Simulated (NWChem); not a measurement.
# F2 (fluorine) at CCSD/pcseg-0

Aim: the vertical ionisation energy of F2 (fluorine) at CCSD/pcseg-0, from 2 runs. 

Program for the calculation: NWChem 7.3.0.

3 further runs of the same task are left out: 1 that didn't finish, 2 set aside as unsound or not needed.

## 1. The system as given

F2 has 2 atoms, charge 0, and is taken as a singlet. SMILES: `FF`. The shape is that of a PBE0-D4/def2-TZVP optimisation.

Bond lengths: F1–F2 1.376 Å.

## 2. The energy at CCSD/pcseg-0

geom.nw

```
start geom
memory total 2200 mb

geometry noautosym nocenter noautoz
  F       -0.583900       0.212400      -0.295000
  F        0.583900      -0.212400       0.295000
end

basis spherical bse
  * library pcseg-0
end

scf
  thresh 1e-08
  maxiter 80
  noprint "final vectors analysis"
end

ccsd
  freeze core 2
  maxiter 60
end

task ccsd energy
```

Launch:

```bash
$ nwchem geom.nw > geom.out
```

Standard output:

```text
[...]
  functions       =    18
[...]
  wavefunction    = RHF
[...]
         Total SCF energy =   -198.107728615152
      One-electron energy =   -338.907177644734
      Two-electron energy =    109.639996024404
 Nuclear repulsion energy =     31.159453005178
        Time for solution =      0.1s
[...]
 Total MP2 energy:           -198.369347810263292
[...]
             energy      energy      error      ampl     ampl      Block
                                                time     time      time
[...]
 Total CCSD energy:           -198.373953087705416
[...]
```

Wall time 0.91 s (1 thread of Intel Xeon Platinum 8375C at 2.90GHz (Ice Lake), shared host); peak memory 0.099 GiB.

## 3. The doublet cation

a.nw

```
start a
title "F2 energy"
memory 2200 mb
charge 1

geometry noautosym nocenter noautoz
  F       -0.583900       0.212400      -0.295000
  F        0.583900      -0.212400       0.295000
end

basis "ao basis" spherical bse
  * library pcseg-0
end

scf
  doublet
  uhf
  thresh 1e-08
  maxiter 80
  noprint "final vectors analysis"
end

tce
  scf
  ccsd
  freeze core 2
  maxiter 60
end

task tce energy
```

Launch:

```bash
$ nwchem a.nw > a.out
```

Standard output:

```text
[...]
  functions       =    18
[...]
  wavefunction    = UHF
[...]
         Total SCF energy =   -197.500184424510
      One electron energy =   -329.320355763806
      Two electron energy =    100.660718334118
 Nuclear repulsion energy =     31.159453005178
                       Sz =      0.5000
                 Sz(Sz+1) =      0.7500
                      S^2 =      0.7574
[...]
         Wavefunction type : Unrestricted Hartree-Fock
          No. of electrons :    17
[...]
         Spin multiplicity : doublet
[...]
 CCSD total energy / hartree       =      -197.805558618503824
[...]
```

Run time: 0.76 s. Hardware: 1 thread of Intel Xeon Platinum 8375C at 2.90GHz (Ice Lake), shared host; peak memory 0.1 GiB.

## 4. Outcome

At CCSD/pcseg-0, 2 core orbitals frozen:

```
                                                   quantity          value
                                   singlet F2: total energy  -198.37395 Eh
    singlet F2: correlation energy (2 core orbitals frozen)     -266.2 mEh
                               doublet cation: total energy  -197.80556 Eh
doublet cation: correlation energy (2 core orbitals frozen)     -305.4 mEh
          doublet cation: ⟨S²⟩ of the reference determinant          0.757
         vertical ionisation energy (to the doublet cation)      15.467 eV
```

What this shows: Removing an electron at fixed nuclei costs 15.47 eV (357 kcal/mol).
